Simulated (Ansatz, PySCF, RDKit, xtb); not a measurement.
**Which structure has the formula CH2Si?**

Only the formula CH2Si is given. Aim: find the structure of lowest free energy at 298.15 K, then its properties.

Plan: many cheap relaxations first (GFN2-xTB), then density-functional screening, relaxation at PBE0-D3(BJ)/def2-SVP, vibrations and a final energy. The numbers are computed, not measured.

4 further runs of the same task are left out: 4 set aside as unsound or not needed.

### 1 Candidates

A program enumerates the bonding patterns with one Lewis structure each (two rings at most, one unusual centre or charged pair), with their diastereomers. O–O, O–halogen and N–halogen bonds and N–N–N chains are not drawn. That gives 5 candidates.

```tsv
label	SMILES	spin
c097	[C]=[SiH2]	triplet
c327	[C]=[SiH2]	singlet
c331	C=[Si]	triplet
c751	C#[SiH]	singlet
c829	C=[Si]	singlet
```

Candidates are built by distance geometry, with a force field where one applies, in up to four conformers (letters a to d). 16 starts with atoms placed at random are added, to find patterns that the rules miss.

Q: Predict the outcome of this search (final energies at CCSD(T)/def2-TZVPP).

| quantity | value |
| --- | --- |
| lowest structure found | C=[Si], singlet, C2v |
| next finalist | C#[SiH], singlet, 33.7 kcal/mol higher in G |
| share at equilibrium, among the finalists | 100.0 % |
| harmonic wavenumbers, lowest and highest (PBE0-D3(BJ)/def2-SVP) | 301 and 3209 cm⁻¹ |
| rotational constants, same geometry | 9.931, 0.5454, 0.5171 cm⁻¹ |
| dipole moment (PBE0/def2-TZVPD) | 0.18 D |
| HOMO energy (PBE0/def2-TZVPD) | -6.57 eV |
| LUMO energy (PBE0/def2-TZVPD) | -2.63 eV |
| HOMO–LUMO gap (PBE0/def2-TZVPD) | 3.94 eV |
| lowest excitation (TD-CAM-B3LYP/def2-SVPD) | 2.28 eV (f = 0.000) |
| strongest of the states computed, same level | 5.22 eV (f = 0.172) |
| lowest triplet excitation, same level, Tamm-Dancoff | 1.90 eV |
| vertical ionisation energy | 8.76 eV |
| vertical electron affinity | 0.74 eV |
| vertical triplet less singlet | +1.71 eV |

`C=[Si]` comes out lowest. Among the finalists first place is clear (33.7 kcal/mol); structures outside the list aren't covered. HF/STO-3G, r2SCAN-D4/def2-SVP, PBE0-D3(BJ)/def2-SVP, HF/def2-TZVPP and MP2/def2-TZVPP already put its bonding pattern lowest among the structures in one piece. A large T1 diagnostic among the finalists warns that one reference determinant may not suffice. It concerns: the finalist C#[SiH] (singlet). Lowest found is not proven lowest: the search is finite, and each finalist counts with one conformer.
